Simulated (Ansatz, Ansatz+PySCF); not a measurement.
```tsv
atom	x (Å)	y (Å)	z (Å)
N	1.1173	0.0000	0.0000
C	0.3342	1.1192	0.0000
C	-0.9829	0.7107	0.0000
C	-0.9829	-0.7107	0.0000
C	0.3342	-1.1192	0.0000
H	2.1270	0.0000	0.0000
H	0.7706	2.1157	0.0000
H	-1.8524	1.3654	0.0000
H	-1.8524	-1.3654	0.0000
H	0.7706	-2.1157	0.0000
```

RHF-MP2 on singlet C4H5N was run in several spherical basis sets with Ansatz (development build ahead of 0.2.0). Frozen core: 5 orbitals.

Question: Rank the basis sets by the total energy that they give, lowest first, with the distance from the lowest.
A. cc-pVTZ
B. def2-TZVP
C. def2-SVP

Answer: A (0.00 eV), B (0.30 eV), C (10.29 eV).

Totals follow the description of the cores as much as that of the bonds, so this order isn't one of quality for chemistry.
